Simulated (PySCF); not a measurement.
Computed spin Hamiltonian

Species: C₅H₇S (doublet state).
Geometry (GFN2-xTB, Å), atoms numbered from 1 in this order:
```
atom  x, y, z in Å
C1    -1.2932    1.0788    0.1026
C2    -0.6135   -0.0931   -0.1352
C3    -1.1324   -1.3322    0.1584
C4     0.7920    0.0038   -0.7047
C5     1.7411    0.1635    0.4263
S6     2.6828    1.4536    0.6587
H7    -2.2889    1.0676    0.5076
H8    -0.8543    2.0358   -0.1113
H9    -0.5852   -2.2365   -0.0357
H10   -2.1105   -1.4304    0.5931
H11    1.0269   -0.9166   -1.2453
H12    0.8749    0.8531   -1.3830
H13    1.7559   -0.6467    1.1509
```

The hyperfine couplings belong to this conformer and change with its torsions.

The species is `[CH2]C(=C)CC=S` [radical].

Method: PySCF 2.14.0, UKS B3LYP, pcH-1 on C H S, non-relativistic, mean-field spin-orbit, GIAO. The structure is a single GFN2-xTB conformer in the gas phase; no vibrational or solvent corrections. Couplings are sensitive to structure, and on GFN2-xTB geometries they can be far from those on DFT ones. No stability test was run, so a lower SCF solution isn't excluded. ⟨S²⟩ is 0.778 where a pure state has 0.75.

```json
{
  "g1, g2, g3": "2.00187, 2.00258, 2.00276",
  "g_iso": "2.00240",
  "Form of g": "rhombic: the two nearest values differ by 20 % of g3 − g1",
  "⟨S²⟩": "0.7781 (exact 0.7500)",
  "α and β electrons": "27, 26",
  "HOMO–LUMO gap, α and β orbitals": "3.51, 3.53 eV"
}
```

Isotropic coupling and dipolar principal values T1 to T3, in 10⁻⁴ cm⁻¹; ρ(0) is the spin density at the nucleus (1 × 10⁻⁴ cm⁻¹ = 2.998 MHz):

```json
{"atom": "C1", "isotope": "13C", "a_iso": "18.6", "of which spin–orbit": "0.0", "T1": "-17.7", "T2": "-17.1", "T3": "34.8", "Mulliken spin population": "0.70", "ρ(0) (bohr⁻³)": "0.0495"}
{"atom": "C2", "isotope": "13C", "a_iso": "-16.6", "of which spin–orbit": "0.0", "T1": "-9.8", "T2": "4.0", "T3": "5.8", "Mulliken spin population": "-0.26", "ρ(0) (bohr⁻³)": "-0.0443"}
{"atom": "C3", "isotope": "13C", "a_iso": "18.3", "of which spin–orbit": "0.0", "T1": "-17.3", "T2": "-16.8", "T3": "34.1", "Mulliken spin population": "0.69", "ρ(0) (bohr⁻³)": "0.0487"}
{"atom": "C4", "isotope": "13C", "a_iso": "1.6", "of which spin–orbit": "0.0", "T1": "-0.4", "T2": "0.0", "T3": "0.4", "Mulliken spin population": "0.01", "ρ(0) (bohr⁻³)": "0.0043"}
{"atom": "C5", "isotope": "13C", "a_iso": "-4.4", "of which spin–orbit": "0.0", "T1": "-0.7", "T2": "0.2", "T3": "0.5", "Mulliken spin population": "0.00", "ρ(0) (bohr⁻³)": "-0.0117"}
{"atom": "S6", "isotope": "33S", "a_iso": "0.1", "of which spin–orbit": "0.0", "T1": "-0.6", "T2": "0.1", "T3": "0.5", "Mulliken spin population": "0.00", "ρ(0) (bohr⁻³)": "0.0011"}
{"atom": "H7", "isotope": "1H", "a_iso": "-13.6", "of which spin–orbit": "0.0", "T1": "-7.4", "T2": "-0.6", "T3": "8.0", "Mulliken spin population": "-0.03", "ρ(0) (bohr⁻³)": "-0.0091"}
{"atom": "H8", "isotope": "1H", "a_iso": "-14.3", "of which spin–orbit": "0.0", "T1": "-8.6", "T2": "-0.2", "T3": "8.8", "Mulliken spin population": "-0.03", "ρ(0) (bohr⁻³)": "-0.0096"}
{"atom": "H9", "isotope": "1H", "a_iso": "-14.0", "of which spin–orbit": "0.0", "T1": "-8.5", "T2": "-0.1", "T3": "8.6", "Mulliken spin population": "-0.03", "ρ(0) (bohr⁻³)": "-0.0094"}
{"atom": "H10", "isotope": "1H", "a_iso": "-13.3", "of which spin–orbit": "0.0", "T1": "-7.2", "T2": "-0.6", "T3": "7.8", "Mulliken spin population": "-0.03", "ρ(0) (bohr⁻³)": "-0.0089"}
{"atom": "H11", "isotope": "1H", "a_iso": "-2.5", "of which spin–orbit": "0.0", "T1": "-0.7", "T2": "-0.5", "T3": "1.2", "Mulliken spin population": "0.00", "ρ(0) (bohr⁻³)": "-0.0017"}
{"atom": "H12", "isotope": "1H", "a_iso": "-2.1", "of which spin–orbit": "0.0", "T1": "-0.7", "T2": "-0.5", "T3": "1.3", "Mulliken spin population": "0.00", "ρ(0) (bohr⁻³)": "-0.0014"}
{"atom": "H13", "isotope": "1H", "a_iso": "0.5", "of which spin–orbit": "0.0", "T1": "-0.7", "T2": "-0.3", "T3": "1.0", "Mulliken spin population": "0.00", "ρ(0) (bohr⁻³)": "0.0003"}
```

The largest Mulliken spin populations are on C1 (+0.70), C3 (+0.69) and C2 (-0.26). The positive populations add up to 1.39 and the negative ones to -0.39, together 2S = 1. The angles at C1 add up to 360.0°, so it is planar; its axial dipolar tensor and the negative couplings of its protons fit spin in a p orbital normal to that plane.

Axes: g3 points within 3° of the C3–H9 bond.

Under fast tumbling the dipolar parts average out, and these isotropic splittings remain: 1 × 1H (H8, I = 1/2, 2 lines) with 1.53 mT, 1 × 1H (H9, I = 1/2, 2 lines) with 1.50 mT, 1 × 1H (H7, I = 1/2, 2 lines) with 1.45 mT, 1 × 1H (H10, I = 1/2, 2 lines) with 1.42 mT, 2 × 1H (H11/H12, I = 1/2, 3 lines) with 0.25 mT and 1 × 1H (H13, I = 1/2, 2 lines) with 0.05 mT.

Means are taken over nuclei equivalent by connectivity, which assumes that they swap fast. H7 and H8 aren't averaged: C1 is flat or nearly so (angle sum 360°), and its turn about the short C1–C2 bond (1.38 Å) is taken as slow.

The 13C coupling of C1 (55.6 MHz) shows only in satellite lines or after enrichment, since that isotope makes up about 1.07 % of natural carbon.

β density exceeds α density at some nuclei, such as C2 (-0.0443), C5 (-0.0117) and H8 (-0.0096), spin density in bohr⁻³. In a single determinant that takes different orbitals for the two spins, that is spin polarisation.
